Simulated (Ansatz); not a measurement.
System: P₂, charge 0, multiplicity 1. 
Geometry from a B3LYP-D3(BJ)/def2-TZVP (Ansatz, a quantum-chemistry and plane-wave program) optimisation:
SMILES: P#P
```xyz
2

P      0.0000     0.0000    -0.9447
P      0.0000     0.0000     0.9447
```
Charge 0, spin multiplicity 1.

Atomisation energy built up term by term with Ansatz (kcal/mol; UHF references for open shells; valence terms freeze the core; atomic spin-orbit terms are left out). Basis-set limits of correlation are two-point, X^-3; Hartree-Fock from the larger set (for Q and 5 zeta extrapolated as (X+1)exp(-9√X)).

The Hartree-Fock reference is unstable (checked in the largest basis), which strains HF and MP2. 

```tsv
term	basis	kcal/mol
Hartree-Fock	CBS(cc-pV(Q+d)Z,cc-pV(5+d)Z)	38.74
CCSD correlation	CBS(cc-pV(Q+d)Z,cc-pV(5+d)Z)	…
(T)	CBS(cc-pV(Q+d)Z,cc-pV(5+d)Z)	…
CCSDT - CCSD(T)	cc-pV(D+d)Z	-0.08
core correlation	cc-pwCVTZ	0.91
scalar relativity (X2C)	cc-pVTZ-DK against cc-pVTZ	-0.24
sum: De		…
```

Task: Complete the blanks.

Result: 
- CCSD correlation, kcal/mol: 67.61
- (T), kcal/mol: 9.54
- sum: De, kcal/mol: 116.5
